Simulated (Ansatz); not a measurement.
Compare A (`C=C1C=CC=C1`) with its isomer B (`C12C3C1C1C2C31`).

Program: Ansatz. Geometries: PBE0-D4/def2-TZVP. ΔE: electronic, gas phase. CCSD(T)/CBS is the MP2 limit (def2-TZVPP, def2-QZVPP) plus CCSD(T) − MP2 in def2-TZVPP, frozen cores. DFT in def2-TZVPP. B3LYP here is the variant with VWN-RPA as its local correlation; programs differ in this.

(1) Which isomer does CCSD(T)/CBS put lower? Give the gap. (An estimate is asked.)

(2) Give E(B) − E(A) in kcal/mol with B3LYP, B3LYP-D4, CCSD(T)/def2-SVP, B2PLYP, PBE-D4, MP2/def2-TZVPP, CCSD/def2-TZVPP. (Estimate.)

(3) Does the order hold for the free energy at 298.15 K (harmonic terms from PBE0-D4)? (An estimate is asked.)

Largest T1 diagnostic: 0.011.

Answers

(1) Computed: A, by 82.4 kcal/mol.

(2) Ansatz gave: B3LYP 90.1, B3LYP-D4 90.7, CCSD(T)/def2-SVP 81.6, B2PLYP 87.6, PBE-D4 77.4, MP2/def2-TZVPP 78.7, CCSD/def2-TZVPP 81.0. None reverses the order clearly.

(3) Ansatz gave: Yes: G(B) − G(A) = +83.6 kcal/mol.

From r2SCAN to r2SCAN0 (25 % exact exchange), in def2-TZVPP and without D4, E(B) − E(A) moves by −4.4 kcal/mol. At CCSD(T), def2-SVP lies −0.8 kcal/mol from the extrapolated value and def2-TZVPP −0.2 kcal/mol.
